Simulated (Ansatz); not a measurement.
Process, species as SMILES: FOF + H+ → F[OH+]F
B3LYP-D3(BJ)/def2-TZVP geometries, fixed; electronic energies without zero-point terms; positive where energy is released.
Largest species:
```
O
H 1 1.0167
F 1 1.3894 2 102.86
F 1 1.3894 2 102.86 3 111.25
```
Charge +1, spin multiplicity 1.

Energies in hartree at PBE0 with Ansatz (a quantum-chemistry and plane-wave program); the proton affinity is their sum with the coefficients shown, times 627.509 kcal/mol a hartree; the bare proton counts zero. All functions are spherical. The program fits the integrals of some runs and decomposes those of others, by size. The proton sits at the site shown, which need not be the one that binds it best. No added dispersion term, no relativity.

```csv
species,coefficient,part,cc-pVDZ,cc-pVTZ,cc-pVQZ
FOF,+1,PBE0,-274.40491,-274.49964,-274.52427
F[OH+]F,-1,PBE0,-274.58582,-274.68432,-274.70873
```

**Question.** Predict the proton affinity in cc-pV5Z (X = 5): let each PBE0 step shrink by the ratio of the last two. Compare with the run.

**Answer.** 
- FOF: steps -0.09473 and -0.02463, ratio 0.260, so PBE0 -274.53067 (run: -274.53193).
- F[OH+]F: steps -0.09850 and -0.02441, ratio 0.248, so PBE0 -274.71478 (run: -274.71568).
Predicted 115.53 kcal/mol; the run in cc-pV5Z gives 115.30, a miss of 0.23. Keeping the value in cc-pVQZ, 115.75, would miss by 0.45. All sums are of the energies as printed.
